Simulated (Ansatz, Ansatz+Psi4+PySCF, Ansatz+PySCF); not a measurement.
```xyz
5

C    -0.0039    1.0962    0.0000
S    -0.0039   -0.6526    0.0000
H     1.0433    1.4171    0.0000
H    -0.4792    1.4984    0.8952
H    -0.4792    1.4984   -0.8952
```

Basis set: cc-pVTZ on H, C; cc-pV(T+d)Z on S (spherical functions). Correlated methods keep 6 orbitals frozen. Correlation on ROHF uses semicanonical orbitals with singles. Charge 0, multiplicity 2.

Computed with Ansatz (development build ahead of 0.2.0); each method stands on the lowest determinant of its kind that the runs found.

Give the atomization energy at this shape (free ground-state atoms in the same class of orbitals less the molecule, no zero-point energy) of doublet CH₃S by ROHF-CCSD(T), ROHF-MP2, ROHF, UHF.

```json
{"method": "ROHF-CCSD(T)", "atomization energy": "16.12 eV"}
{"method": "ROHF-MP2", "atomization energy": "16.17 eV"}
{"method": "ROHF", "atomization energy": "12.43 eV"}
{"method": "UHF", "atomization energy": "12.30 eV"}
```
